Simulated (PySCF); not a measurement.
# CFCl3: calculation against experiment

**The experiment to reproduce.**

From NIST CCCBDB Release 22 (SRD 101), experimental dipoles, for the gas: dipole moment (microwave Stark effect, vibrational ground state) 0.46 ± 0.02 D.

The runs below try to reproduce these values; the comparison stands at the end.

Compound: CFCl3.
Numbering: `[F:1][C:2]([Cl:3])([Cl:4])[Cl:5]`

Geometry (GFN2-xTB, Å), atoms numbered from 1 in this order:
```xyz
5
CCl3F angstrom
F      0.060   -0.141    1.396
C      0.005   -0.006    0.067
Cl    -0.458    1.661   -0.313
Cl     1.603   -0.371   -0.604
Cl    -1.201   -1.140   -0.563
```

The PySCF runs (gas phase, on this GFN2-xTB geometry; no spin–orbit coupling):

| level | job | basis functions |
| --- | --- | --- |
| B97-2/STO-3G | shieldings | 37 |
| BHandHLYP/STO-3G | shieldings | 37 |
| CAM-B3LYP/STO-3G | shieldings | 37 |
| HCTH407/STO-3G | shieldings | 37 |
| HSE06/STO-3G | shieldings | 37 |
| LC-wPBE/STO-3G | shieldings | 37 |
| OLYP/STO-3G | shieldings | 37 |
| WP04/STO-3G | shieldings | 37 |
| mPW1PW91/STO-3G | shieldings | 37 |
| revPBE/STO-3G | shieldings | 37 |
| wB97X-D/STO-3G | shieldings | 37 |
| wB97X/STO-3G | shieldings | 37 |

Results beside the measurements:

**Dipole moment.** Measured: 0.46 D (NIST CCCBDB Release 22 (SRD 101), experimental dipoles).

```json
{"level": "B97-2/STO-3G", "computed (D)": "1.07", "computed − measured (D)": "+0.61", "% (from the printed values)": "+133"}
{"level": "BHandHLYP/STO-3G", "computed (D)": "0.88", "computed − measured (D)": "+0.42", "% (from the printed values)": "+91"}
{"level": "CAM-B3LYP/STO-3G", "computed (D)": "1.04", "computed − measured (D)": "+0.58", "% (from the printed values)": "+126"}
{"level": "HCTH407/STO-3G", "computed (D)": "1.20", "computed − measured (D)": "+0.74", "% (from the printed values)": "+161"}
{"level": "HSE06/STO-3G", "computed (D)": "1.06", "computed − measured (D)": "+0.60", "% (from the printed values)": "+130"}
{"level": "LC-wPBE/STO-3G", "computed (D)": "1.12", "computed − measured (D)": "+0.66", "% (from the printed values)": "+143"}
{"level": "OLYP/STO-3G", "computed (D)": "1.21", "computed − measured (D)": "+0.75", "% (from the printed values)": "+163"}
{"level": "WP04/STO-3G", "computed (D)": "0.84", "computed − measured (D)": "+0.38", "% (from the printed values)": "+83"}
{"level": "mPW1PW91/STO-3G", "computed (D)": "1.05", "computed − measured (D)": "+0.59", "% (from the printed values)": "+128"}
{"level": "revPBE/STO-3G", "computed (D)": "1.24", "computed − measured (D)": "+0.78", "% (from the printed values)": "+170"}
{"level": "wB97X-D/STO-3G", "computed (D)": "1.02", "computed − measured (D)": "+0.56", "% (from the printed values)": "+122"}
{"level": "wB97X/STO-3G", "computed (D)": "1.07", "computed − measured (D)": "+0.61", "% (from the printed values)": "+133"}
```

Closest is WP04/STO-3G (+0.38 D), furthest revPBE/STO-3G (+0.78 D); one molecule doesn't rank methods. All 12 levels lie above the measurement. The computed dipoles belong to one fixed geometry; measured ones are averaged over vibrations unless marked μe. Magnitudes are compared, not signs.

No measured geometry was used, and the causes of the misses weren't examined.
